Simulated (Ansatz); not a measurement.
Rb2Sn: from a trial structure to a relaxed crystal

All numbers below come from Ansatz, DFT PBE, scalar-relativistic, plane waves, PAW.

Rb2Sn was placed on the sites of a reported Li2Pt cell (P6/mmm, No. 191), with Sn in place of Pt, Rb in place of Li, at a guessed volume.

The final relaxation ran on this input, with the default PAW datasets:

```yaml
crystal:
  lattice:
    - [6.3711247456, 0.0, 0.0]
    - [-3.1855623728, 5.5175558804, 0.0]
    - [0.0, 0.0, 3.6673414235]
  atoms:
    - { symbol: Rb, position: [0.3333333333, 0.6666666667, 0.5] }
    - { symbol: Rb, position: [0.6666666667, 0.3333333333, 0.5] }
    - { symbol: Sn, position: [0.0, 0.0, 0.0] }
basis:
  ecutwfc: 420
kpoints:
  mp_grid: { grid: [12, 12, 12] }
hamiltonian:
  xc: pbe
scf:
  occupations: { method: gaussian, width: 0.1 }
output:
  forces: true
  stress: true
  eigenvalues: true
relax:
  adjacent_minimum: "off"
  f_tol: 0.01
  max_steps: 80
  cell: { stress_tol: 0.05 }
```

Launched as:

```bash
ansatz run input.yaml --threads 1 --pin off --max-ram 2560MiB --backend cpu --events-out ev --progress --plain --runs-dir out
```

It took 56 s on 1 thread of Intel(R) Xeon(R) Platinum 8259CL CPU @ 2.50GHz (Skylake/Cascade Lake) (shared host), peak memory 0.61 GiB.

End of the output:

```
SCF converged after 6 iterations
Free energy (F): -12558.820746 eV
Harris-Foulkes:  -12558.820746 eV  (|F-HF|=5.46e-12)
Internal energy: -12558.801448 eV  (E = F + TS)
E sigma→0 (E₀):  -12558.811097 eV
Entropy (-TS):   -0.019298 eV (-6.433 meV/atom)
Fermi energy:    5.561673 eV
--- Per-component energies (eV) ---
  E_band       = -305.784111
  E_kinetic    = 570.390323
  E_local      = -2324.142792  (includes V_loc(G=0)·N_el)
  E_nonlocal   = 314.173175
  E_hartree    = 965.637826
  E_xc         = -642.577798
  E_vxc        = -368.357777  (∫ρ·V_xc dr)
  E_paw        = -9372.197711  (= ΣΔE_a)
  E_vpaw       = -429.122645  (= ΣTr[D̂ρ^β])
  E_aug_tail   = -0.000002  (compensation charges beyond the density's cutoff)
  E_ewald      = -2070.084469
  E_smearing   = -0.019298  (= −TS)
  E_closure    = 0.000000  (closes the sum)
  Σ components = -12558.820746   (vs F -12558.820746, Δ=0.00e0)
--- Forces (eV/Å), atoms counted from 1 ---
  atom   1  Rb     0.00000000     0.00000000     0.00000000
  atom   2  Rb     0.00000000     0.00000000     0.00000000
  atom   3  Sn     0.00000000     0.00000000     0.00000000
  max |Σ_I F_I| component: 5.55e-17 eV/Å
--- Stress (GPa, compression-positive) ---
        0.010000       0.000000       0.000000
        0.000000       0.010000       0.000000
        0.000000       0.000000       0.010462
  P = ⅓ Tr σ = 0.0102 GPa (0.102 kbar)
--- Relaxed structure (1 steps of the walk, 1 accepted, 1 SCFs on fresh bases) ---
  F+E_penalty+E_count = -12558.82074595 eV   max|allowed force component| = 1.850e-17 eV/Å   (the final SCF, on the basis selected at the relaxed cell)
  cell:  # Å, volume = 128.9182 Å³
    - [6.371125, 0.0, 0.0]
    - [-3.185562, 5.517556, 0.0]
    - [0.0, 0.0, 3.667341]
  atoms:
    - { symbol: Rb, position: [0.333333, 0.666667, 0.500000] }
    - { symbol: Rb, position: [0.666667, 0.333333, 0.500000] }
    - { symbol: Sn, position: [0.0, 0.0, 0.0] }
```

Absolute energies hang on the potentials; compare differences alone.

The result has space group P6/mmm (No. 191). Around Rb lie 5 Rb at 3.67–3.68 Å and 6 Sn at 4.11 Å; around Sn lie 2 Sn at 3.67 Å and 12 Rb at 4.11 Å.

Against the elements it lies at 0.03 eV/atom. The zero of energy is the elements' standard structures at the same level; no fitted shifts are applied.

The k mesh leaves about 4 meV/atom of noise in metals.

A structure relaxed within its symmetry needn't be a true minimum.